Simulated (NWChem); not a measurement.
System: C cation, doublet

Parts of the log:

```
             Northwest Computational Chemistry Package (NWChem) 7.3.0
             --------------------------------------------------------

                             Geometry "geometry" -> ""
                             -------------------------

 Output coordinates in angstroms (scale by  1.889725989 to convert to a.u.)

  No.       Tag          Charge          X              Y              Z
 ---- ---------------- ---------- -------------- -------------- --------------
    1 C                    6.0000     0.00000000     0.00000000     0.00000000

 Effective nuclear repulsion energy (a.u.)       0.0000000000

                              NWChem Property Module
                              ----------------------

  itol2e modified to match energy
  convergence criterion.

                                 NWChem DFT Module
                                 -----------------

 Summary of "ao basis" -> "ao basis" (spherical)
 ------------------------------------------------------------------------------
       Tag                 Description            Shells   Functions and Types
 ---------------- ------------------------------  ------  ---------------------
 C                       aug-cc-pvtz-j              18       46   9s5p3d1f

  itol2e modified to match energy
  convergence criterion.

            General Information
            -------------------
          SCF calculation type: DFT
          Wavefunction type:  spin polarized.
          No. of atoms     :     1
          No. of electrons :     5
           Alpha electrons :     3
            Beta electrons :     2
          Charge           :     1
          Spin multiplicity:     2
          Use of symmetry is: off; symmetry adaption is: off
          Maximum number of iterations: 150
          AO basis - number of functions:    46
                     number of shells:    18
          Convergence on energy requested:  1.00D-07
          Convergence on density requested:  1.00D-05
          Convergence on gradient requested:  5.00D-04

              XC Information
              --------------
                         PBE0 Method XC Functional
                     Hartree-Fock (Exact) Exchange  0.250
          PerdewBurkeErnzerhof Exchange Functional  0.750
            Perdew 1991 LDA Correlation Functional  1.000 local
           PerdewBurkeErnz. Correlation Functional  1.000 non-local

             Grid Information
             ----------------
          Grid used for XC integration:  fine
          Radial quadrature: Mura-Knowles
          Angular quadrature: Lebedev.
          Tag              B.-S. Rad. Rad. Pts. Rad. Cut. Ang. Pts.
          ---              ---------- --------- --------- ---------
          C                   0.70       70          10.0       590
          Grid pruning is: on
          Number of quadrature shells:    70
          Spatial weights used:  Erf1

      Superposition of Atomic Density Guess
      -------------------------------------

 Sum of atomic energies:         -37.67093238

 Renormalizing density from       6.00 to      5

      Non-variational initial energy
      ------------------------------

 Total energy =     -32.915807
 1-e energy   =     -42.015026
 2-e energy   =       9.099220
 HOMO         =      -0.638949
 LUMO         =      -0.638949

   convergence    iter        energy       DeltaE   RMS-Dens  Diis-err
 ---------------- ----- ----------------- --------- --------- ---------
 d= 0,ls=0.0,diis     1    -37.3694731435 -3.74D+01  4.51D-03  1.51D-01
                                                     2.27D-03  1.35D-01
 d= 0,ls=0.0,diis     2    -37.3823818280 -1.29D-02  8.27D-04  1.83D-03
                                                     2.00D-04  1.50D-03
 d= 0,ls=0.0,diis     3    -37.3826812271 -2.99D-04  6.01D-05  1.42D-05
                                                     8.00D-05  2.55D-05
 d= 0,ls=0.0,diis     4    -37.3826908746 -9.65D-06  1.82D-05  4.30D-07
                                                     6.95D-06  3.14D-07
 d= 0,ls=0.0,diis     5    -37.3826911290 -2.54D-07  9.31D-07  2.38D-09
                                                     1.55D-06  6.07D-09
 d= 0,ls=0.0,diis     6    -37.3826911310 -2.05D-09  1.26D-07  1.81D-11
                                                     5.02D-08  4.48D-12

         Total DFT energy =      -37.382691131032
      One electron energy =      -47.584959030045
           Coulomb energy =       15.025576692088
    Exchange-Corr. energy =       -4.823308793075
 Nuclear repulsion energy =        0.000000000000

 Numeric. integr. density =        4.999999999963

                    DFT Final Alpha Molecular Orbital Analysis
                    ------------------------------------------

 Vector    1  Occ=1.000000D+00  E=-1.092816D+01
              MO Center= -1.2D-16,  4.0D-17, -1.1D-16, r^2= 2.8D-02
   Bfn.  Coefficient  Atom+Function         Bfn.  Coefficient  Atom+Function
  ----- ------------  ---------------      ----- ------------  ---------------
     1      1.004278  1 C  s

 Vector    2  Occ=1.000000D+00  E=-1.034347D+00
              MO Center=  3.0D-15, -2.5D-14, -3.7D-14, r^2= 7.1D-01
   Bfn.  Coefficient  Atom+Function         Bfn.  Coefficient  Atom+Function
  ----- ------------  ---------------      ----- ------------  ---------------
     7      0.713230  1 C  s                  8      0.248073  1 C  s
     1     -0.244219  1 C  s                  6      0.189862  1 C  s
     5     -0.107141  1 C  s                  4     -0.032439  1 C  s

 Vector    3  Occ=1.000000D+00  E=-7.270415D-01
              MO Center=  2.8D-15,  1.9D-14,  3.0D-14, r^2= 7.6D-01
   Bfn.  Coefficient  Atom+Function         Bfn.  Coefficient  Atom+Function
  ----- ------------  ---------------      ----- ------------  ---------------
    12      0.785627  1 C  pz                11      0.350153  1 C  py
    10      0.193927  1 C  px                21      0.173600  1 C  pz
    20      0.077374  1 C  py                19      0.042852  1 C  px

 Vector    4  Occ=0.000000D+00  E=-5.666984D-01
              MO Center= -1.2D-14,  1.5D-14, -1.8D-14, r^2= 8.7D-01
   Bfn.  Coefficient  Atom+Function         Bfn.  Coefficient  Atom+Function
  ----- ------------  ---------------      ----- ------------  ---------------
    11      0.737469  1 C  py                12     -0.267672  1 C  pz
    10     -0.247203  1 C  px                20      0.226850  1 C  py
    21     -0.082337  1 C  pz                19     -0.076041  1 C  px

 Vector    5  Occ=0.000000D+00  E=-5.666976D-01
              MO Center= -1.8D-14, -6.0D-15,  1.2D-15, r^2= 8.7D-01
   Bfn.  Coefficient  Atom+Function         Bfn.  Coefficient  Atom+Function
  ----- ------------  ---------------      ----- ------------  ---------------
    10      0.763393  1 C  px                12     -0.260369  1 C  pz
    19      0.234826  1 C  px                11      0.161390  1 C  py
    21     -0.080092  1 C  pz                20      0.049645  1 C  py
    16      0.025354  1 C  px

 Vector    6  Occ=0.000000D+00  E=-1.688889D-01
              MO Center= -1.8D-13, -5.1D-14, -2.4D-13, r^2= 6.5D+00
   Bfn.  Coefficient  Atom+Function         Bfn.  Coefficient  Atom+Function
  ----- ------------  ---------------      ----- ------------  ---------------
     9      1.335005  1 C  s                  7     -0.386192  1 C  s
     8     -0.383227  1 C  s                  6     -0.086625  1 C  s
     1      0.083399  1 C  s                  5      0.043006  1 C  s

                     DFT Final Beta Molecular Orbital Analysis
                     -----------------------------------------

 Vector    1  Occ=1.000000D+00  E=-1.090819D+01
              MO Center= -1.3D-16,  6.1D-17, -1.1D-16, r^2= 2.8D-02
   Bfn.  Coefficient  Atom+Function         Bfn.  Coefficient  Atom+Function
  ----- ------------  ---------------      ----- ------------  ---------------
     1      1.005561  1 C  s

[...]

          ----------------------
          Hyperfine Interactions
          ----------------------

 Total Spin Density (Fermi Contact Term)
 ------------------ --------------------
     Atom            x         y         z       Density (a.u.)      Aiso(MHz)     Aiso(Gauss)
     1  13-C      0.00000   0.00000   0.00000      -0.017479        -19.649506      -7.011421

           -------------------------------------------
           Anisotropic Interaction (Spin-Dipolar Term)
           -------------------------------------------

 ------------------------------------------------------------
     Atom            x         y         z
 ------------------------------------------------------------
     1  13-C      0.00000   0.00000   0.00000

   Spin-Dipolar term (a.u.)
        xx             yy             zz             xy             xz             yz
 ------------------------------------------------------------------------------------------
      -0.784875      -0.483727       1.268601       0.240578       0.539776       0.974619

   Principal Comp. of -hf- tensor (au)            Anisotropic -hfcc- (MHz)               Anisotropic -hfcc- (Gauss)
 --------------------------------------------------------------------------------------------------------------------------
     -0.918115    -0.918114     1.836229    -123.202210  -123.202190   246.404400     -43.961538   -43.961531    87.923069

   Orientation of the principal axis of Hyperfine Tensor w.r.t absolute (molecular) frame
 --------------------------------------------------------------------------------------------------------------------------
      0.893824    -0.390773     0.219942
      0.283846     0.872766     0.397127
     -0.347145    -0.292532     0.891019
```

Level: PBE0/aug-cc-pVTZ-J, spin-unrestricted, contact and dipolar terms. The open p shell is one determinant without spherical averaging. No stability test was run on the SCF state.

Problem. Reconstruct the input file.

Solution. This is not unique; one that fits is the input that was run:
```
start job
memory heap 200 mb stack 900 mb global 1100 mb
charge 1
geometry units angstroms noautosym nocenter noautoz
  C      0.000000     0.000000     0.000000
end
basis spherical
  * library aug-cc-pvtz-j
end
dft
  odft
  mult 2
  xc pbe0
  iterations 150
end
property
  hyperfine
end
task dft property
```
